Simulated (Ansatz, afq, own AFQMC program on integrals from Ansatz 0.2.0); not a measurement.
B2H5, doublet in cc-pVDZ, levels against CCSDT(Q)

```yaml
atoms:
  - { symbol: B, position_ang: [-1.3387, 0.0000, 0.0000] }
  - { symbol: H, position_ang: [-1.9354, 1.0336, 0.0000] }
  - { symbol: H, position_ang: [-1.9354, -1.0336, 0.0000] }
  - { symbol: H, position_ang: [0.0403, 0.0000, 0.0000] }
  - { symbol: B, position_ang: [1.3493, 0.0000, 0.0000] }
  - { symbol: H, position_ang: [1.8584, 0.0000, 1.0770] }
  - { symbol: H, position_ang: [1.8584, 0.0000, -1.0770] }
```

Basis cc-pVDZ. Only valence electrons are correlated. AFQMC by an in-house program on the Cholesky factors that Ansatz 0.2.0 writes for its CCSD(T) run. ph-AFQMC/CISD is guided by a CISD state made of CCSD amplitudes; releasing the constraint for a short imaginary time cuts its bias at the price of noise, slowly where states lie close. Uncertainties: one standard error, sampling alone.

Determinant: UHF, the one that the program's search chose, which needn't be the lowest solution. The geometry is a point of a scan.

No full CI on the walks' own integrals is used here; CCSDT(Q) serves as the reference and is uncertain by about the last step of the cluster series.

```
T1 diagnostic                               : 0.0111
weight of the determinant in the CISD state : 0.890
⟨S²⟩ of the determinant                     : 0.767
size of the correlated space                : 11 electrons in 51 orbitals
```

```
  level  correlation energy (eV)
    MP2                  -4.7993
   CCSD                  -5.9915
CCSD(T)                  -6.1153
```

(1) Estimate where phaseless AFQMC with a CISD trial lies against CCSD(T) on the same integrals.

(1) 0.63 ± 0.08 kcal/mol below CCSD(T).

Reference: CCSDT(Q), correlation energy -6.146 eV. The released energy is read at 2.40 1/Eh (meV from the phaseless value at times in 1/Eh: 0.7 ± 2.0 at 0.24, -3.1 ± 2.2 at 0.51, -2.8 ± 2.4 at 0.99, -2 ± 3 at 1.62, 1 ± 5 at 2.40).

```
         level  E − E(reference) (kcal/mol)  share of correlation (%)
       CCSD(T)                         0.72                     99.49
         CCSDT                         0.10                     99.93
 ph-AFQMC/CISD                  0.08 ± 0.08                     99.94
released AFQMC                  0.11 ± 0.11                     99.92
```

A walk keeps the symmetry of its determinant, which the program's search chose and which needn't be the lowest solution, so a lower state of the same spin and another symmetry isn't excluded. Released energies are given only where the last usable release times agree within the noise; a slower fall can still hide under it.
